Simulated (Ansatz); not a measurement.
# BH2ClO (SMILES OBCl): the energy, rung by rung

The species is BH2ClO (5 atoms), meant as a singlet with charge 0. As SMILES, `OBCl`. Geometry: relaxed at PBE0-D4/def2-TZVP. This is one conformer, not always the lowest.

```jsonl
{"atom": "O", "x (Å)": "-0.8633", "y (Å)": "-0.6186", "z (Å)": "-0.0029"}
{"atom": "B", "x (Å)": "0.3790", "y (Å)": "-0.1372", "z (Å)": "0.1379"}
{"atom": "Cl", "x (Å)": "0.7886", "y (Å)": "1.4960", "z (Å)": "-0.3953"}
{"atom": "H", "x (Å)": "-1.4777", "y (Å)": "0.0012", "z (Å)": "-0.4097"}
{"atom": "H", "x (Å)": "1.2233", "y (Å)": "-0.8151", "z (Å)": "0.6286"}
```

Quantity: the energy change with the B2–Cl3 bond stretched from 1.766 to 2.208 Å, in eV. The values are calculated.

```csv
level,kind,program,value (eV),less FCI/STO-3G,CPU time (all runs)
HF/STO-3G (restricted),Hartree–Fock,Ansatz,1.44,+0.28,0.21 s
SVWN5/STO-3G (restricted),LDA,Ansatz,1.27,+0.11,1.5 s
BLYP/STO-3G (restricted),GGA,Ansatz,0.96,-0.20,2.2 s
revPBE/STO-3G (restricted),GGA,Ansatz,1.03,-0.13,2.2 s
r2SCAN/STO-3G (restricted),meta-GGA,Ansatz,1.17,+0.01,5.5 s
PBE0/STO-3G (restricted),global hybrid,Ansatz,1.27,+0.11,2.3 s
CAM-B3LYP/STO-3G (restricted),range-separated hybrid,Ansatz,1.26,+0.10,2.6 s
B2PLYP/STO-3G (restricted),double hybrid,Ansatz,1.19,+0.03,3.1 s
MP2/STO-3G (restricted),perturbation theory,Ansatz,1.25,+0.09,0.24 s
FCI/STO-3G,exact in the basis,Ansatz,1.16,0.00,36 s
```

FCI/STO-3G is exact within its basis and frozen core, so for wave-function methods in that basis the difference is their error; functionals converge differently with the basis, so for them it is only a difference. The first shape isn't each level's own minimum. The values span 0.96 to 1.44 eV. All rows use very small basis sets, so even the best lies far from the true value. Times are those of the runs behind each value, whatever else they computed, on shared processors of several kinds: orders of magnitude only.
